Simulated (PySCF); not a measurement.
# H2Cl2, a solvent cluster: interaction energy

One table from this session's results is given with a row withheld; the runs are named, their logs left out.

Computed with PySCF 2.14.0; each step states its level. No surroundings beyond the atoms listed, unless a continuum is named. Atoms count from 0, parts from 1.

## Starting point

4 atoms, charge 0, multiplicity 1; geometry: GFN2-xTB. Parts: 1 = atoms 0–1, `Cl`, charge 0; 2 = atoms 2–3, `Cl`, charge 0.

Set-up of the first run:

Job settings and geometry (Å):

```
{"job": {"xc": "PBE0", "basis": "def2-TZVPD", "d3": "d3bj", "grid": 3, "kind": "geom", "shake": 0.01}, "charge": 0, "multiplicity": 1, "parts": [{"atoms": "0-1", "charge": 0, "multiplicity": 1}, {"atoms": "2-3", "charge": 0, "multiplicity": 1}]}
Cl     0.185373     0.404052     0.142801
H      0.056380    -0.854036     0.232389
Cl    -0.245083    -2.973258     1.034834
H     -0.345339    -2.375077     2.162401
```

On the command line:

```bash
> OMP_NUM_THREADS=1 python cluster_run.py task.json out
```

This one command runs all jobs of the session in turn.

Among the steps run: Optimising the geometry at PBE0-D3(BJ)/def2-TZVPD; Coupled-cluster interaction energy: CCSD(T) and MP2, 2.46 Å; Coupled-cluster interaction energy: CCSD(T) and MP2, 2.58 Å; Coupled-cluster interaction energy: CCSD(T) and MP2, 2.71 Å; Coupled-cluster interaction energy: CCSD(T) and MP2, 2.34 Å; Coupled-cluster interaction energy: CCSD(T) and MP2, 3.07 Å; Coupled-cluster interaction energy: CCSD(T) and MP2, 2.21 Å; Coupled-cluster interaction energy: CCSD(T) and MP2, 3.69 Å; Coupled-cluster interaction energy: CCSD(T) and MP2, 4.92 Å.

One of the session's tables, all rows but one given; the rest of the session is left out.

It belongs to the step «Coupled-cluster interaction energy: CCSD(T) and MP2, 4.92 Å». 

| method | interaction energy (kcal/mol) |
| --- | --- |
| HF/aug-cc-pVDZ | -0.199 |
| MP2/aug-cc-pVDZ | -0.240 |
| CCSD/aug-cc-pVDZ | -0.219 |
| CCSD(T)/aug-cc-pVDZ | -0.223 |
| HF/aug-cc-pVQZ | -0.188 |
| MP2/aug-cc-pVQZ | ? |
| SCS-MP2/aug-cc-pVQZ | -0.221 |
| MP2, extrapolated | -0.242 |
| CCSD(T), limit estimate | -0.225 |

Estimate the missing values for MP2/aug-cc-pVQZ.

The run gave: interaction energy (kcal/mol): -0.239. In the column «interaction energy (kcal/mol)» it lies between MP2/aug-cc-pVDZ (-0.240) and CCSD(T), limit estimate (-0.225).
